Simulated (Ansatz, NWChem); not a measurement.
**A small benchmark: dipole moment**

6 molecules with nitrogen; the dipole moment in D, computed less measured. Shapes, held fixed at every level: PBE0-D4/def2-TZVP; PN at the measured bond length. No vibrational averaging. Dipoles are compared by magnitude; molecules under 1 D, whose direction can flip, are left out. Programs: Ansatz 0.2.0, NWChem 7.3.0. Measured values: NIST CCCBDB.

Levels: A = HF/def2-SVP; B = B3LYP/6-31G* (spherical functions); C = PBE0/def2-SVP.

```csv
molecule,measured,A,B,C
PN (phosphorus nitride),2.75,+0.21,-0.30,-0.21
C3HN (cyanoacetylene),3.72,+0.37,+0.09,+0.02
CH5N (methylamine),1.31,+0.13,+0.10,+0.03
C2H5N (N-methylmethanimine),1.53,+0.21,-0.13,-0.09
C3H3NO (oxazole),1.50,+0.02,+0.05,+0.05
C2H7N (SMILES CNC),1.03,+0.06,-0.05,-0.07
```

**Question.** Which level does best on this set, which worst, and which err to one side?

**Answer.** 
```csv
level,kind,mean error,mean absolute error,worst case
HF/def2-SVP,Hartree–Fock,+0.167,0.167,C3HN
B3LYP/6-31G* (spherical functions),global hybrid,-0.040,0.120,PN
PBE0/def2-SVP,global hybrid,-0.045,0.078,PN
```

On this set PBE0/def2-SVP has the smallest mean absolute error and HF/def2-SVP the largest. Without C3HN the largest would be that of B3LYP/6-31G* (spherical functions). HF/def2-SVP is too high in 6 of 6. The levels differ in basis as well as in method. The set is small.
